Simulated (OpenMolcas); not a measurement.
# H3PO (phosphinous acid): levels of theory compared

We compute a comparison of 6 runs (HF/STO-3G, HF/def2-SVP, PBE0/STO-3G, B3LYP/6-31G*, M06-2X/pcseg-1, SOS-MP2/aug-pc-1) of H3PO (phosphinous acid). 

Program for the calculation: OpenMolcas 26.06.

9 further runs of the same task are left out: 1 that didn't finish, 8 set aside as unsound or not needed.

**1. The system as given**

H3PO has 5 atoms, charge 0, and is taken as a singlet. SMILES: `OP`. The shape is that of a GFN2-xTB optimisation. This is one conformer, not always the lowest.

Bond lengths: O1–P2 1.645 Å, O1–H3 0.958 Å, P2–H4 1.403 Å, P2–H5 1.403 Å. Angles: O1–P2–H4 95.9°, O1–P2–H5 95.7°, P2–O1–H3 113.3°, H4–P2–H5 91.5°.

**2. Energy and gradient at HF/STO-3G (run 1)**

run.inp

```
* H3OP Hartree-Fock
&GATEWAY
BasLib=$CurrDir
Coord
5
angstrom
O        0.326920      -0.538490       0.764510
P        0.075570       0.235390      -0.665060
H        1.103530      -1.099890       0.760040
H       -1.287490      -0.081570      -0.762230
H       -0.218530       1.484560      -0.097260
Basis=STO-3G
Group=NoSym
&SEWARD
&SCF
Thresholds=1e-10 1e-07 1e-07 1e-05
PrOrbitals=1 2
&ALASKA
```

The basis set STO-3G is read from a file made from the Basis Set Exchange's data (not shown).

Run with:

```
$ export MOLCAS_MEM=1860
$ pymolcas run.inp > run.log
```

Log:

```text
--- Start Module: gateway ---
[...]
--- Stop Module: gateway /rc=_RC_ALL_IS_WELL_ ---
[...]
      Basis functions           17
[...]
--- Start Module: scf ---
[...]
       Convergence after  10 Iterations
[...]
::    Total SCF energy                               -412.4671992025
[...]
      Total spin, S                                     0.0000000000
[...]
      Total electronic charge=   26.000000
      Total            charge=   -0.000000
[...]
      Dipole Moment (debye):
      Origin of the operator (angstrom)=    0.1433   -0.0203   -0.1695
                   X=  7.0343E-01               Y= -2.0927E-01               Z= -7.5034E-01           Total=  1.0496E+00
      Quadrupole Moment (debye*angstrom):
[...]
--- Stop Module: scf /rc=_RC_ALL_IS_WELL_ ---
--- Start Module: alaska ---
[...]
 *              Molecular gradients               *
 **************************************************
  Irreducible representation: a
 ------------------------------------------------------------------------------------------
                              X                       Y                       Z
 ------------------------------------------------------------------------------------------
  O1                2.96221015490494E-02   -2.08791119703378E-03   -4.67796649442462E-02
  P2                1.47450575192534E-02   -2.15229701008113E-02    2.68683836547190E-02
  H3               -2.93679832881399E-02    1.55993933257936E-02    1.34997132130052E-02
  H4               -9.62632834189581E-03    4.90659116063163E-04    1.73457761703344E-03
  H5               -5.37284743826327E-03    7.52082885599448E-03    4.67699045948522E-03
 ------------------------------------------------------------------------------------------
--- Stop Module: alaska /rc=_RC_ALL_IS_WELL_ ---
[...]
```

It took 1.8 s on 1 thread of Arm Neoverse V1, shared host; peak memory 0.37 GiB.

**3. Energy and forces at HF/def2-SVP (run 2)**

mol.inp

```
&GATEWAY
 BasLib
 $CurrDir
 Coord
 5
 angstrom
 O        0.326920      -0.538490       0.764510
 P        0.075570       0.235390      -0.665060
 H        1.103530      -1.099890       0.760040
 H       -1.287490      -0.081570      -0.762230
 H       -0.218530       1.484560      -0.097260
 Basis
 def2-SVP
 Group
 NoSym

&SEWARD

&SCF
 Thresholds
 1e-10 1e-07 1e-07 1e-05
 PrOrbitals
 1 1

&ALASKA
```

The basis set def2-SVP is read from a file made from the Basis Set Exchange's data (not shown).

Run with:

```
$ export MOLCAS_MEM=1860
$ pymolcas mol.inp > mol.log
```

Log:

```text
--- Start Module: gateway ---
[...]
--- Stop Module: gateway /rc=_RC_ALL_IS_WELL_ ---
[...]
      Basis functions           47
[...]
--- Start Module: scf ---
[...]
       Convergence after  12 Iterations
[...]
::    Total SCF energy                               -417.1705185479
[...]
      Total spin, S                                     0.0000000000
[...]
      Total electronic charge=   26.000000
      Total            charge=   -0.000000
[...]
      Dipole Moment (debye):
      Origin of the operator (angstrom)=    0.1433   -0.0203   -0.1695
                   X=  6.8711E-01               Y= -2.7230E-01               Z= -5.9981E-01           Total=  9.5186E-01
      Quadrupole Moment (debye*angstrom):
[...]
--- Stop Module: scf /rc=_RC_ALL_IS_WELL_ ---
--- Start Module: alaska ---
[...]
 *              Molecular gradients               *
 **************************************************
  Irreducible representation: a
 ------------------------------------------------------------------------------------------
                              X                       Y                       Z
 ------------------------------------------------------------------------------------------
  O1               -2.07305605960455E-02    1.69682406127114E-02   -5.22646261485349E-03
  P2                5.27544122538348E-03   -7.68857761609176E-04   -7.49464032861091E-03
  H3                1.27503668142399E-02   -9.57922021306068E-03    4.85378056016006E-04
  H4                4.69677906158150E-03    1.23884742198488E-03    8.08219044702174E-03
  H5               -1.99202650512820E-03   -7.85901006002376E-03    4.15353444044730E-03
 ------------------------------------------------------------------------------------------
--- Stop Module: alaska /rc=_RC_ALL_IS_WELL_ ---
[...]
```

It took 2.5 s on 1 thread of Arm Neoverse V1, shared host; peak memory 0.38 GiB.

Runs 3 to 4 aren't shown in full; the table further down has their settings and results.

**4. Energy and gradient at M06-2X/pcseg-1 (run 5)**

job.inp

```
* H3OP Kohn-Sham DFT
&GATEWAY
BASLIB = $CurrDir
BASISSET
O.pcseg-1....
O1 0.326920 -0.538490 0.764510 angstrom
End of Basis
BASISSET
P.pcseg-1....
P2 0.075570 0.235390 -0.665060 angstrom
End of Basis
BASISSET
H.pcseg-1....
H3 1.103530 -1.099890 0.760040 angstrom
H4 -1.287490 -0.081570 -0.762230 angstrom
H5 -0.218530 1.484560 -0.097260 angstrom
End of Basis
&SEWARD
GRIDINPUT
Grid=UltraFine
End of Grid
&SCF
KSDFT = M062X
THRESHOLDS = 1e-10 1e-07 1e-07 1e-05
PRORBITALS = 1 1
&ALASKA
```

The basis set pcseg-1 is read from a file made from the Basis Set Exchange's data (not shown).

Run with:

```
$ export MOLCAS_MEM=1860
$ pymolcas job.inp > job.log
```

Log:

```text
--- Start Module: gateway ---
[...]
--- Stop Module: gateway /rc=_RC_ALL_IS_WELL_ ---
[...]
      Basis functions           47
[...]
--- Start Module: scf ---
[...]
       Convergence after  13 Iterations
[...]
::    Total KS-DFT energy                            -418.2839439002
[...]
      Total spin, S                                     0.0000000000
[...]
      Total electronic charge=   26.000000
      Total            charge=   -0.000000
[...]
      Dipole Moment (debye):
      Origin of the operator (angstrom)=    0.1433   -0.0203   -0.1695
                   X=  6.2315E-01               Y= -2.8637E-01               Z= -4.5623E-01           Total=  8.2369E-01
      Quadrupole Moment (debye*angstrom):
[...]
--- Stop Module: scf /rc=_RC_ALL_IS_WELL_ ---
[...]
--- Start Module: alaska ---
[...]
 *              Molecular gradients               *
 **************************************************
  Irreducible representation: a
 ------------------------------------------------------------------------------------------
                              X                       Y                       Z
 ------------------------------------------------------------------------------------------
  O1               -5.87912026831727E-04    9.36295722229596E-03   -2.06655709067611E-02
  P2               -2.48108623014076E-03   -4.16134842304627E-03    1.13633710131555E-02
  H3               -5.84909207675022E-03    2.57386198968845E-03    2.88160381660463E-03
  H4                8.76812005819660E-03    1.50860498816940E-03    5.44681635396643E-03
  H5                1.49970275514999E-04   -9.28407577709534E-03    9.73779723064894E-04
 ------------------------------------------------------------------------------------------
--- Stop Module: alaska /rc=_RC_ALL_IS_WELL_ ---
[...]
```

Run time: 13 s. Hardware: 1 thread of Arm Neoverse V1, shared host; peak memory 0.38 GiB.

**5. A single-point energy at SOS-MP2/aug-pc-1 (RICD fitting) (run 6)**

mol.xyz

```xyz
5

O      0.326920    -0.538490     0.764510
P      0.075570     0.235390    -0.665060
H      1.103530    -1.099890     0.760040
H     -1.287490    -0.081570    -0.762230
H     -0.218530     1.484560    -0.097260
```

run.input

```
>>> EXPORT MOLCAS_PRINT=2

&GATEWAY
  COORD=mol.xyz
  BASIS=aug-pc-1
  GROUP=NoSym
  RICD
  ACD

&SEWARD

&SCF
  PRORBITALS=1 2

&MBPT2
  SOSMP2
  FROZEN=0
```

Run with:

```
$ export MOLCAS_MEM=1860
$ pymolcas run.input > run.log
```

Log:

```text
--- Start Module: gateway ---
[...]
--- Stop Module: gateway /rc=_RC_ALL_IS_WELL_ ---
[...]
      Basis functions           77
[...]
--- Start Module: scf ---
[...]
       Convergence after  11 Iterations
[...]
::    Total SCF energy                               -417.3191388413
[...]
      Total spin, S                                     0.0000000000
[...]
      Total electronic charge=   26.000000
      Total            charge=   -0.000000
[...]
      Dipole Moment (debye):
      Origin of the operator (angstrom)=    0.1433   -0.0203   -0.1695
                   X=  5.5272E-01               Y= -3.0681E-01               Z= -2.9152E-01           Total=  6.9614E-01
      Quadrupole Moment (debye*angstrom):
[...]
--- Stop Module: scf /rc=_RC_ALL_IS_WELL_ ---
[...]
--- Start Module: mbpt2 ---
[...]
WARNING!
Default frozen orbitals as non valence orbitals is overwritten by user input.
Default values:   6
[...]
::    Total MBPT2 energy                             -417.6529819390
[...]
--- Stop Module: mbpt2 /rc=_RC_ALL_IS_WELL_ ---
[...]
```

Run time: 2.7 s. Hardware: 1 thread of Arm Neoverse V1, shared host; peak memory 0.21 GiB.

**6. Overview of the runs**

```
run                               level  integration grid  integral approximation  energy (Eh)  dipole moment (D) of the reference  HOMO energy (eV)  LUMO energy (eV)  wall time
  1                           HF/STO-3G                 –                    none  -412.467199                                1.05             -7.60             12.30      1.8 s
  2                         HF/def2-SVP                 –                    none  -417.170519                                0.95            -10.20              4.02      2.5 s
  3                         PBE0/STO-3G         UltraFine                    none  -413.220194                                0.84             -3.94              6.90      5.1 s
  4  B3LYP/6-31G* (spherical functions)         UltraFine                    none  -418.356437                                0.81             -6.93             -0.04      9.6 s
  5                      M06-2X/pcseg-1         UltraFine                    none  -418.283944                                0.82             -8.47              0.69       13 s
  6     SOS-MP2/aug-pc-1 (RICD fitting)                 –                RICD aCD  -417.652982                                0.70            -10.28              0.83      2.7 s
```

**7. Outcome**

```
                                    quantity          value
                         run 6: total energy  -417.65298 Eh
   run 6: dipole moment (mean-field density)         0.70 D
  run 6: HOMO energy (Hartree–Fock orbitals)      -10.28 eV
  run 6: LUMO energy (Hartree–Fock orbitals)        0.83 eV
run 6: HOMO–LUMO gap (Hartree–Fock orbitals)       11.11 eV
                   run 6: correlation energy     -333.8 mEh
```

**Reading.** Over runs 1, 2, 3, 4, 5 the dipole moment (its size) runs from 0.81 D (B3LYP/6-31G*) to 1.05 D (HF/STO-3G). The two ends differ in method and basis. Over runs 1, 2, 3, 4, 5 the HOMO–LUMO gap runs from 6.89 eV (B3LYP/6-31G*) to 19.90 eV (HF/STO-3G). Totals of different functionals can't be ranked against each other. In runs 1, 3 the basis is minimal, so the values are rough. All runs together took 35 s, the longest 13 s.
